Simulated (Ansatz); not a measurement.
Basis-set extrapolation for C4H6FN (`CNC#CCF`) (PBE0-D4/def2-TZVP geometry, frozen core, the Gaussian-basis code of Ansatz). Multiplicity 1, RHF reference.

|  | def2-TZVPP | def2-QZVPP |
| --- | --- | --- |
| HF | -308.894017 | -308.907660 |
| MP2 correlation | -1.095220 | -1.175583 |
| CCSD(T) correlation | -1.172897 | not run |

Energies in hartree. Use E(X) = E(∞) + A·exp(−7.88·√X) for Hartree–Fock and E(X) = E(∞) + B·X^(−2.97) for correlation, with X = 3 and 4, and add CCSD(T) minus MP2 of the smaller set to the MP2 limit.

What is the CCSD(T) energy at the basis-set limit?

HF limit: -308.907660 + (-0.013643) × 0.13774 = -308.90954. MP2 limit: -1.175583 + (-0.080363) × 0.74074 = -1.23511. Higher-order term: -1.172897 − (-1.095220) = -0.07768. Total: -310.22233 hartree, 97.5 kcal/mol below CCSD(T)/def2-TZVPP.
